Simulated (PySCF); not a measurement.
Ligands exchanged one at a time, C F-SH. Gas-phase values, no solvent. One relaxed conformer stands for each flexible species; it need not be the lowest. Strings in code marks are SMILES.

Method: PBE-D3(BJ)/def2-TZVP // CAM-B3LYP-D3(BJ)/def2-TZVP (PySCF). All candidates: neutral, multiplicity 1. Excitations are Tamm–Dancoff values on a coarser integration grid. The basis has no diffuse functions, so Rydberg states are missing or too high.

```
Item                   Result
-------------------  --------
S1 excitation (TDA)   4.28 eV
HOMO–LUMO gap         4.13 eV
HOMO                 -6.14 eV
```

Task: Name which member has these values.
(A) `FC(S)(S)S`
(B) `FC(F)(F)F`
(C) `FC(F)(F)S`

Result: A, `FC(S)(S)S`. The others give `FC(F)(F)S`: 5.69 eV, 5.47 eV, -6.84 eV; `FC(F)(F)F`: 12.16 eV, 12.05 eV, -10.32 eV
